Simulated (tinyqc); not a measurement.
RKS/LDA (PW92) in the sto-3g basis, for OH-, spin multiplicity 1, step by step. The basis has no diffuse functions, so it cannot describe the extra electron: this is an exercise in the method, not the real anion. Computed by tinyqc, a small Python program that keeps every step (integrals from PySCF). Settings: charge = -1, multiplicity = 1, basis = sto-3g, energy threshold = 1e-08, iteration cap = 70, orthogonalisation = symmetric, start = core, DIIS depth = 3, method = RKS, functional = lda,pw, grid = [30, 26]. Command: `OMP_NUM_THREADS=1 python tinyqc.py 23837 23838 out.jsonl` (the two numbers bound the seeds that draw the settings). One thread of a shared host (Intel(R) Xeon(R) Processor @ 2.60GHz), about 1 s of CPU time with the checks.

Geometry (angstrom):
```
atom         x         y         z
O     0.000000  0.000000  0.000000
H     0.000000  0.000000  1.934000
```

Stop when the energy changes by less than 1e-08 hartree and every element of the error matrix X^T (F D S - S D F) X is below 3e-05.

Course of the cycle:
```
iteration   E (hartree)     change  largest element of the error matrix
1          -72.57192192          -                             1.65e-01
2          -73.43421640  -8.62e-01                             1.09e-03
3          -72.70478925   7.29e-01                             5.40e-01
4          -72.70485039  -6.11e-05                             5.40e-01
5          -72.70480746   4.29e-05                             5.40e-01
6          -73.46814958  -7.63e-01                             2.34e-01
7          -73.43491176   3.32e-02                             3.23e-04
8          -72.70473916   7.30e-01                             5.40e-01
9          -72.70473916  -2.36e-10                             5.40e-01
10         -72.70473868   4.84e-07                             5.40e-01
11         -73.46924003  -7.65e-01                             2.29e-01
12         -73.43491106   3.43e-02                             3.35e-04
13         -72.70473925   7.30e-01                             5.40e-01
14         -72.70473925   1.96e-12                             5.40e-01
...                 ...        ...                                  ...
57         -72.70476153   7.30e-01                             5.40e-01
58         -72.70476153   1.40e-09                             5.40e-01
59         -72.70475051   1.10e-05                             5.40e-01
60         -73.46921897  -7.64e-01                             2.29e-01
61         -73.43491257   3.43e-02                             3.07e-04
62         -72.70473910   7.30e-01                             5.40e-01
63         -72.70473910  -4.12e-11                             5.40e-01
64         -72.70473864   4.58e-07                             5.40e-01
65         -73.46921994  -7.64e-01                             2.29e-01
66         -73.43491590   3.43e-02                             2.34e-04
67         -72.70473875   7.30e-01                             5.40e-01
68         -72.70473875   1.14e-13                             5.40e-01
69         -72.70473849   2.65e-07                             5.40e-01
70         -73.46922181  -7.64e-01                             2.29e-01
```

Can the last value be used, and what does the course show?

Not by the stop rule. Not converged within the cap of 70 iterations: the residual wanders without falling. Reruns (cap 100 unless said): DIIS 8: not converged; damping 0.5: not converged; level shift 0.5: converged in 15; atomic densities as start, DIIS 8: not converged; the original settings with a cap of 400: not converged. PySCF RKS in the same basis, fine grid = -72.70642703 hartree, which differs from a converged run on this coarse grid by the grid error.
